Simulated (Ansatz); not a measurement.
## ClNa (charge -1): a ladder of basis sets, step by step

Program: the Python package of Ansatz (0.2.0).

Interactive session:
```pycon
>>> import ansatz as az
>>> from ase import Atoms
>>> atoms = Atoms(["Na", "Cl"], positions=[
...     [0.0, 0.0, 0.0],
...     [0.0, 0.0, 2.645],
... ])
>>> molecule = az.Crystal.molecule_from_ase(atoms)
>>> job = molecule.calculation()
>>> job = job.functional("HF")
>>> job = job.charge(-1)
>>> job = job.spin("collinear", total=1)
>>> energies = {}
>>> for basis in ["aug-cc-pVDZ", "aug-cc-pVTZ"]:
...     summary = job.basis(gaussian=basis).run().report
...     size = summary["n_frozen"] + summary["n_occupied"][0] + summary["n_virtual"][0]
...     energies[basis] = (summary["reference_energy_ev"] / 27.211386246, summary["free_energy_ev"] / 27.211386246)
...     print(f"{basis:14s} {size:4d} orbitals  reference {energies[basis][0]:14.6f} Ha  total {energies[basis][1]:14.6f} Ha")
...
aug-cc-pVDZ      54 orbitals  reference    -621.462798 Ha  total    -621.462798 Ha
aug-cc-pVTZ     100 orbitals  reference    -621.478450 Ha  total    -621.478450 Ha
>>> last = energies["aug-cc-pVTZ"][1]
>>> for basis, (_, total) in energies.items():
...     print(f"{basis:14s} lies {27.211386 * (total - last):9.4f} eV above aug-cc-pVTZ")
...
aug-cc-pVDZ    lies    0.4259 eV above aug-cc-pVTZ
aug-cc-pVTZ    lies    0.0000 eV above aug-cc-pVTZ
```

Against aug-cc-pVDZ: aug-cc-pVTZ -15.7 mHa. The last step alone is -15.65 mHa. From the first set to the last the time grows from 0.9 to 2.1 s.

What to keep in mind:
- The drop along the ladder measures the basis error, and is no property of the molecule.
- The geometry is a force-field or estimated start, not a minimum of this method, and the last set is no limit. Much of the fall in a total is atomic energy, which cancels in bond and reaction energies.
- The species is open-shell (spin multiplicity 2).
- For Al to Cl the sets with a tight d function, cc-pV(X+d)Z, are usual.
- The spin state was assumed, and another may lie lower.
- Timing: 3.6 s on 1 thread of Arm Neoverse V1, on a shared host, peak memory 0.23 GiB.
